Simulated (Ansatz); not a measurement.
## AsH⁺, doublet in aug-cc-pVTZ: errors against full CI

Geometry: that of the AsH, singlet, kept fixed.

```xyz
2

As    0.0000    0.0000    0.0000
H     0.0000    0.0000    1.5294
```

Basis aug-cc-pVTZ; Ansatz 0.2.0. Only valence electrons are correlated (noble-gas cores and the filled d shells of p-block atoms frozen), which leaves 5 electrons in 68 orbitals. Prefix R: restricted or restricted open-shell reference; prefix U: unrestricted. Active spaces: valence = (5e, 5o) chosen from the atoms' valence shells. No spin–orbit coupling is included, and no scalar relativity.

Full CI is exact within this basis and frozen core; it isn't the basis-set limit. The frozen core follows each run's orbitals, which can shift R against U totals by a few meV for light atoms and by up to 0.1 eV past Ca.

For open shells CISD and CISDTQ are restricted-active-space CI with the open shells as a complete middle space.

The UHF ⟨S²⟩ is 0.762 and the T1 diagnostic (RCCSD) is 0.0192. The largest doubles amplitude (RCCSD) is 0.065.

```
                   level  E − E(full CI) (mEh)  share of correlation (%)     wall time
                     RHF                111.59                      0.00             –
                    RMP2                 24.59                     77.96             –
                   RCCSD                  3.35                     97.00             –
                RCCSD(T)                  0.64                     99.43          11 s
                 BCCD(T)                  0.65                     99.42         4.7 s
                  RCCSDT                  0.06                     99.95             –
                  CISDTQ                  0.05                     99.95   56 s (H100)
               RCCSDT(Q)                  0.00                    100.00  8.5 s (H100)
  CASSCF (valence space)                 75.74                     32.12             –
  NEVPT2 (valence space)                 18.94                     83.03           4 s
  MRCISD (valence space)                  3.04                     97.27             –
MRCISD+Q (valence space)                  0.05                     99.95    9 s (H100)
```

The correlation energy at full CI, counted from RHF, is -3.037 eV. That run took 2.4 min on 5 threads of AMD EPYC 7R13 with a whole H100 80 GB, shared host over 28,540,256 determinants.

Run but not shown, since their state or frozen core can't be matched to the reference's or they repeat it: UHF, UMP2, UCCSD, UCCSD(T), UCCSDT, UCCSDT(Q).

Times hold each run's SCF and search for its determinant on a shared host, so for small cases they say little of a method's own cost; rows without a card ran on 1 thread of AMD EPYC 7R13.

The full-CI state has the irrep B2 of C2v, in the program's axes (one component, if the state is degenerate).

Natural occupations of full CI about the gap: 1.952 1.918 0.987 0.045 0.037 0.012 0.010 0.009 0.008 0.005; effectively unpaired electrons, Σ n²(2−n)², 1.05.
